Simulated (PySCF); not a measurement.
Z-matrix (Å, degrees):
```
Si
H 1 1.4793
H 1 1.4793 2 111.06
H 1 1.4793 2 111.06 3 -124.13
```
Charge 0, spin multiplicity 2.

Task: Give the total energy, dipole moment and highest occupied spin orbital at the level CAM-B3LYP-D3(BJ)/def2-TZVP (PySCF).

Result: 
| Property | Value |
|---|---|
| total energy | -291.2400 Ha |
| dipole moment | 0.07 D |
| highest occupied spin orbital | -7.59 eV |
